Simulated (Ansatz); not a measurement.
A nudged elastic band was laid between two geometries of CH3 + H5NSi (11 atoms, charge 0, multiplicity 2).

The calculation used Ansatz 0.2.0, UKS B3LYP/def2-mTZVP.

| Quantity | Value |
| --- | --- |
| movable images | 9 |
| climbing image | yes |
| spring | 5.0 eV/Å² |
| optimiser | quadratic models (default) |
| start path | through a guess of the saddle point |
| force threshold | 0.03 eV/Å |
| iteration limit | 60 |
| end points | relaxed |

Image 0:

```xyz
11
Properties=species:S:1:pos:R:3
Si -0.041 -0.001 -1.187
H -0.674 -0.005 0.163
N 1.691 -0.002 -1.220
H 2.203 -0.834 -0.959
H 2.205 0.826 -0.953
H -0.507 1.220 -1.887
H -0.510 -1.216 -1.896
C 0.101 0.003 5.025
H -0.473 -0.909 4.965
H 1.176 -0.041 5.105
H -0.400 0.958 5.003
```

Image 10:

```xyz
11
Properties=species:S:1:pos:R:3
Si 0.103 0.000 -0.908
H -0.192 0.000 2.936
N 1.761 0.000 -1.435
H 2.329 -0.830 -1.331
H 2.328 0.831 -1.331
H -0.533 1.223 -1.480
H -0.532 -1.223 -1.479
C -0.137 0.000 4.024
H -0.675 -0.863 4.416
H 0.906 -0.052 4.335
H -0.586 0.914 4.411
```

Q: What changes between the two ends?

A: Bonds broken: Si1–H2. Bonds formed: H2–C8. CH3 + H5NSi becomes CH4 + H4NSi.

Q: What energy profile does the band end with?

A: It converged. The highest image is number 6 of 0 to 10, 28.0 kJ/mol above the first end and 110.4 kJ/mol above the last; the last end lies 82.4 kJ/mol below the first. A vibrational analysis at the climbing image gives one clearly imaginary mode, 995i cm⁻¹, and a faint second one (18i cm⁻¹) that may be numerical noise or a soft torsion: probably a first-order saddle point.

```json
{"image": "0", "path coordinate (Å)": "0.00", "energy (kJ/mol)": "0.0", "Si1–H2 (Å)": "1.49", "H2–C8 (Å)": "4.92"}
{"image": "1", "path coordinate (Å)": "0.76", "energy (kJ/mol)": "0.2", "Si1–H2 (Å)": "1.49", "H2–C8 (Å)": "4.38"}
{"image": "2", "path coordinate (Å)": "1.53", "energy (kJ/mol)": "0.3", "Si1–H2 (Å)": "1.49", "H2–C8 (Å)": "3.88"}
{"image": "3", "path coordinate (Å)": "2.29", "energy (kJ/mol)": "0.8", "Si1–H2 (Å)": "1.49", "H2–C8 (Å)": "3.38"}
{"image": "4", "path coordinate (Å)": "3.05", "energy (kJ/mol)": "1.9", "Si1–H2 (Å)": "1.49", "H2–C8 (Å)": "2.90"}
{"image": "5", "path coordinate (Å)": "3.82", "energy (kJ/mol)": "6.6", "Si1–H2 (Å)": "1.49", "H2–C8 (Å)": "2.40"}
{"image": "6", "path coordinate (Å)": "4.58", "energy (kJ/mol)": "28.0", "Si1–H2 (Å)": "1.62", "H2–C8 (Å)": "1.62"}
{"image": "7", "path coordinate (Å)": "5.39", "energy (kJ/mol)": "-65.8", "Si1–H2 (Å)": "2.44", "H2–C8 (Å)": "1.10"}
{"image": "8", "path coordinate (Å)": "6.20", "energy (kJ/mol)": "-79.1", "Si1–H2 (Å)": "2.95", "H2–C8 (Å)": "1.09"}
{"image": "9", "path coordinate (Å)": "7.02", "energy (kJ/mol)": "-82.0", "Si1–H2 (Å)": "3.47", "H2–C8 (Å)": "1.09"}
{"image": "10", "path coordinate (Å)": "7.83", "energy (kJ/mol)": "-82.4", "Si1–H2 (Å)": "3.86", "H2–C8 (Å)": "1.09"}
```

Q: What is the geometry of the highest image?

A: 
```xyz
11
Properties=species:S:1:pos:R:3
Si 0.067 0.000 0.004
H 0.036 0.000 1.628
N 1.630 0.000 -0.752
H 2.205 -0.831 -0.738
H 2.206 0.831 -0.737
H -0.650 1.220 -0.452
H -0.650 -1.220 -0.452
C -0.014 0.000 3.245
H -0.593 -0.891 3.456
H 1.039 -0.052 3.497
H -0.503 0.942 3.459
```

The run took 8 min on 2 threads of AMD EPYC 7R43 64-Core Processor (Zen 3), on a shared host, peak memory 0.24 GiB.
